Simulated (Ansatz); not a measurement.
A calculation with Ansatz (development build ahead of 0.2.0).

```yaml
crystal:
  periodic: [false, false, false]
  atoms:
    - { symbol: C, position_ang: [0.0, 0.0, -0.09745] }
    - { symbol: H, position_ang: [0.0, 0.92365, 0.29234] }
    - { symbol: H, position_ang: [0.0, -0.92365, 0.29234] }
basis:
  gaussian: { orbitals: cc-pVTZ }
magnetization:
  spin_polarized: true
  initial_magnetization: 2
hamiltonian:
  xc: hf
correlation:
  method: mp2
  frozen_orbitals: { C: 1, H: 0 }
```

The input is written out in the form of the current development build from the run's settings.

Output:

```yaml
Converged: yes
Reference_energy: -38.93060 hartree
Correlation_energy: -0.11700 hartree
Total_energy: -39.04760 hartree
Spin_squared_of_the_determinant: 2.014
```
